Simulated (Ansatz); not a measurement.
Cartesian coordinates (Å):
```xyz
8

C     -0.9682     0.0944    -0.1022
C      0.4658    -0.2078     0.1685
O      0.6969    -1.1978     0.8935
O      1.3911     0.5291    -0.3316
H     -1.1473     1.1096     0.2696
H     -1.6378    -0.6117     0.3875
H     -1.0955     0.0482    -1.1896
H      2.3057     0.2605    -0.1044
```
Charge +1, spin multiplicity 2.

These are frozen-core CCSD(T)/cc-pVTZ // B3LYP-D3(BJ)/def2-TZVP (Ansatz, a program for electronic structure) values and carry that method's errors.

- HF energy = -227.57335 Ha
- MP2 correlation energy = -0.73119 Ha

Estimate the CCSD correlation energy, the (T) correction, the total energy and the T1 diagnostic.


- CCSD correlation energy: -0.76300 Ha
- (T) correction: -0.03059 Ha
- CCSD(T) total energy: -228.36694 Ha
- T1 diagnostic: 0.022
